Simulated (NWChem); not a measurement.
System: chloromethane (CH3Cl); SMILES CCl

Input file for NWChem:

```
start job
memory heap 200 mb stack 900 mb global 1100 mb
geometry units angstroms noautosym nocenter noautoz
  C      0.000000     0.000000    -1.110906
  Cl     0.000000     0.000000     0.664417
  H      0.732981     0.732981    -1.470125
  H      0.268290    -1.001270    -1.470125
  H     -1.001270     0.268290    -1.470125
end
basis spherical
  * library pcsseg-1
end
dft
  xc xpbe96 cpbe96
  iterations 150
end
property
  shielding 3 1 2 3
  efieldgrad
end
task dft property
```

Output (shortened):

```
             Northwest Computational Chemistry Package (NWChem) 7.3.0
             --------------------------------------------------------

                             Geometry "geometry" -> ""
                             -------------------------

 Output coordinates in angstroms (scale by  1.889725989 to convert to a.u.)

  No.       Tag          Charge          X              Y              Z
 ---- ---------------- ---------- -------------- -------------- --------------
    1 C                    6.0000     0.00000000     0.00000000    -1.11090600
    2 Cl                  17.0000     0.00000000     0.00000000     0.66441700
    3 H                    1.0000     0.73298100     0.73298100    -1.47012500
    4 H                    1.0000     0.26829000    -1.00127000    -1.47012500
    5 H                    1.0000    -1.00127000     0.26829000    -1.47012500

 Effective nuclear repulsion energy (a.u.)      51.3434382480

  pbe96 is a nonlocal functional; adding pw91lda local functional.
                              NWChem Property Module
                              ----------------------

  itol2e modified to match energy
  convergence criterion.

                                 NWChem DFT Module
                                 -----------------

 Summary of "ao basis" -> "ao basis" (spherical)
 ------------------------------------------------------------------------------
       Tag                 Description            Shells   Functions and Types
 ---------------- ------------------------------  ------  ---------------------
 C                          pcsseg-1                 7       17   3s3p1d
 Cl                         pcsseg-1                10       24   4s5p1d
 H                          pcsseg-1                 3        5   2s1p

  itol2e modified to match energy
  convergence criterion.

            General Information
            -------------------
          SCF calculation type: DFT
          Wavefunction type:  closed shell.
          No. of atoms     :     5
          No. of electrons :    26
           Alpha electrons :    13
            Beta electrons :    13
          Charge           :     0
          Spin multiplicity:     1
          Use of symmetry is: off; symmetry adaption is: off
          Maximum number of iterations: 150
          AO basis - number of functions:    56
                     number of shells:    26
          Convergence on energy requested:  1.00D-07
          Convergence on density requested:  1.00D-05
          Convergence on gradient requested:  5.00D-04

[...]

          -----------------------------------------
          Chemical Shielding Tensors (GIAO, in ppm)
          -----------------------------------------

                                NWChem CPHF Module
                                ------------------

  scftype          =     RHF
  nclosed          =       13
  nopen            =        0
  variables        =      559
  # of vectors     =        3
  tolerance        = 0.10D-03
  level shift      = 0.00D+00
  max iterations   =       50
  max subspace     =       30

 SCF residual:    7.0338739684656180E-005

Iterative solution of linear equations
  No. of variables      559
  No. of equations        3
  Maximum subspace       30
        Iterations       50
       Convergence  1.0D-04

   iter   nsub   residual    time
   ----  ------  --------  ---------
     1      3    1.66D-05      10.4

      Atom:    1  C
        Diamagnetic
    243.7699     -0.0000     -0.0000
     -0.0000    243.7699     -0.0000
     -0.0000     -0.0000    260.7626

        Paramagnetic
   -113.0699      0.0000      0.0000
      0.0000   -113.0699      0.0000
      0.0000      0.0000    -75.8996

        Total Shielding Tensor
    130.7000      0.0000      0.0000
      0.0000    130.7000      0.0000
      0.0000      0.0000    184.8630

           isotropic =     148.7544
          anisotropy =      54.1630

          Principal Components and Axis System
                 1           2           3
              184.8630    130.7000    130.7000

      1         0.0000      0.7068      0.7074
      2         0.0000      0.7074     -0.7068
      3         1.0000     -0.0000      0.0000

      Atom:    2  Cl
        Diamagnetic
   1142.6209     -0.0000     -0.0000
     -0.0000   1142.6209     -0.0000
     -0.0000     -0.0000   1154.1143

        Paramagnetic
   -313.9868      0.0001      0.0000
      0.0001   -313.9868      0.0000
      0.0000      0.0000    -60.5244

        Total Shielding Tensor
    828.6341      0.0001      0.0000
      0.0001    828.6341      0.0000
      0.0000      0.0000   1093.5899

           isotropic =     916.9527
          anisotropy =     264.9558

          Principal Components and Axis System
                 1           2           3
             1093.5899    828.6342    828.6340

      1         0.0000      0.7071     -0.7071
      2         0.0000      0.7071      0.7071
      3         1.0000     -0.0000      0.0000

      Atom:    3  H
        Diamagnetic
     28.4173      6.2852     -4.7075
      6.2852     28.4173     -4.7075
     -4.7075     -4.7075     30.1759

        Paramagnetic
     -1.9180     -2.9402      1.4451
     -2.9402     -1.9180      1.4451
      1.4451      1.4451      1.6046

        Total Shielding Tensor
     26.4993      3.3450     -3.2625
      3.3450     26.4993     -3.2625
     -3.2625     -3.2625     31.7805

           isotropic =      28.2597
          anisotropy =      10.9004

          Principal Components and Axis System
                 1           2           3
               35.5266     26.0981     23.1543

      1        -0.4457      0.5489      0.7071
      2        -0.4457      0.5489     -0.7071
      3         0.7763      0.6303      0.0000
```

Level: PBE/pcSseg-1, GIAO. Structure relaxed at the PBE0/def2-SVP level. NWChem prints the field gradient with the sign opposite to the second derivative of the potential. The printed shielding anisotropy is the first printed principal value minus the mean of the other two.
